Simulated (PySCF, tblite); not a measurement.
Potential energy curve for H₂, singlet.

Computed with: RHF/cc-pVQZ (PySCF); GFN2-xTB, 300 K electronic temperature (tblite); UHF/cc-pVQZ (PySCF).

Energies are in kcal/mol, each relative to the lowest point of its own curve near equilibrium.

```json
[
 {"R / Å": "0.59", "RHF": "12.8", "GFN2-xTB": "___", "UHF": "12.8"},
 {"R / Å": "0.65", "RHF": "3.8", "GFN2-xTB": "6.6", "UHF": "3.8"},
 {"R / Å": "0.68", "RHF": "1.4", "GFN2-xTB": "___", "UHF": "1.4"},
 {"R / Å": "0.70", "RHF": "0.5", "GFN2-xTB": "2.1", "UHF": "0.5"},
 {"R / Å": "0.73", "RHF": "0.0", "GFN2-xTB": "0.7", "UHF": "0.0"},
 {"R / Å": "0.75", "RHF": "0.1", "GFN2-xTB": "0.2", "UHF": "0.1"},
 {"R / Å": "0.77", "RHF": "0.5", "GFN2-xTB": "0.0", "UHF": "0.5"},
 {"R / Å": "0.79", "RHF": "1.3", "GFN2-xTB": "0.0", "UHF": "1.3"},
 {"R / Å": "0.82", "RHF": "2.8", "GFN2-xTB": "0.5", "UHF": "2.8"},
 {"R / Å": "0.86", "RHF": "5.6", "GFN2-xTB": "1.7", "UHF": "5.6"},
 {"R / Å": "0.92", "RHF": "10.9", "GFN2-xTB": "4.7", "UHF": "10.9"},
 {"R / Å": "1.03", "RHF": "23.0", "GFN2-xTB": "12.4", "UHF": "23.0"},
 {"R / Å": "1.14", "RHF": "36.5", "GFN2-xTB": "21.5", "UHF": "36.5"},
 {"R / Å": "1.25", "RHF": "50.4", "GFN2-xTB": "30.9", "UHF": "50.2"},
 {"R / Å": "1.34", "RHF": "61.6", "GFN2-xTB": "38.6", "UHF": "59.0"},
 {"R / Å": "1.50", "RHF": "___", "GFN2-xTB": "51.4", "UHF": "69.3"},
 {"R / Å": "1.64", "RHF": "___", "GFN2-xTB": "61.9", "UHF": "74.8"},
 {"R / Å": "1.85", "RHF": "117.1", "GFN2-xTB": "75.7", "UHF": "79.4"},
 {"R / Å": "2.03", "RHF": "132.7", "GFN2-xTB": "85.9", "UHF": "81.4"},
 {"R / Å": "2.21", "RHF": "146.4", "GFN2-xTB": "94.4", "UHF": "82.5"},
 {"R / Å": "2.63", "RHF": "___", "GFN2-xTB": "___", "UHF": "83.5"},
 {"R / Å": "2.99", "RHF": "188.0", "GFN2-xTB": "115.6", "UHF": "83.7"}
]
```

Q: What belongs in the gaps?

A: 
- 0.59, GFN2-xTB: 17.1
- 0.68, GFN2-xTB: 3.5
- 1.50, RHF: 80.8
- 1.64, RHF: 96.3
- 2.63, RHF: 171.8
- 2.63, GFN2-xTB: 108.6

The restricted form behind RHF keeps the bonding electrons paired and can't separate into open-shell fragments. The unrestricted determinant behind UHF is spin-contaminated at 1.25 to 2.99 Å (<S²> up to 1.0, against 0.00 for a pure singlet).
